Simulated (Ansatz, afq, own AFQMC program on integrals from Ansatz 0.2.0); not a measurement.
MgF⁻, singlet in aug-cc-pVDZ along one coordinate

```xyz
2

F     0.0000    0.0000    0.0000
Mg    0.0000    0.0000    1.8410
```

The F1–Mg2 distance is changed with both sides rigid. Energies in kJ/mol count from this geometry (1.841 Å) at the same level; the start stands on RHF, each point on the determinant named.

Basis aug-cc-pVDZ. Noble-gas cores (and the filled d shells of Ga–Kr and In–Xe) are frozen. Integrals, coupled cluster, full CI and functionals: Ansatz 0.2.0; the random walks run on the same integrals in our own AFQMC program. The CISD trial takes its coefficients from CCSD amplitudes. Released means that phaseless walkers are propagated on without the constraint, phases kept. Uncertainties: one standard error, sampling alone.

Cautions, each for one point or more: higher spins were not checked; raised T1 diagnostic; restricted determinant unstable towards unrestricted.

```csv
r(F1–Mg2) / Å,det.,T1,weight,CCSD,PBE0,CCSD(T)
1.503,RHF,0.021,0.88,152.6,141.6,154.4
2.284,RHF,0.023,0.87,55.4,54.7,53.7
2.965,RHF,0.025,0.87,150.1,147.0,148.5
4.146,RHF,0.024,0.87,212.6,212.7,212.7
6.383,RHF,0.022,0.88,234.7,236.8,235.4
```

(1) Estimate the curve of CCSDT(Q), counted from the same start.

Answers

(1) 
```tsv
r(F1–Mg2) / Å	det.	T1	weight	CCSDT(Q)	ph-AFQMC/CISD	released AFQMC
1.503	RHF	0.021	0.88	154.7	155.8 ± 1.6	–
2.284	RHF	0.023	0.87	53.3	56.0 ± 1.9	–
2.965	RHF	0.025	0.87	147.8	145.3 ± 3.2	147.9 ± 6.2*
4.146	RHF	0.024	0.87	212.3	208.8 ± 3.1	202.1 ± 5.7*
6.383	RHF	0.022	0.88	235.2	231.9 ± 3.5	234.7 ± 5.8*
```

Weight is that of the determinant in the CISD state; at the start T1 is 0.022 and the weight 0.87. An asterisk marks released energies that aren't shown to be converged. A dash marks a missing value, a released energy that hasn't settled or a functional that sits on another state. Largest departures from CCSDT(Q), at the points where its series has closed: CCSD(T) 0.7 kJ/mol at 2.965 (on RHF), ph-AFQMC/CISD -3.5 kJ/mol at 4.146 (on RHF) (within the noise), CCSD 2.3 kJ/mol at 2.965 (on RHF), PBE0 -13.1 kJ/mol at 1.503. Functionals count only at points shown to share the start's state and spin. In this small basis the wave-function levels are far from their limit, so their gap to the functionals isn't the functionals' error.

A walk keeps the symmetry of its determinant, which the program's search chose and which needn't be the lowest solution, so a lower state of the same spin and another symmetry isn't excluded.
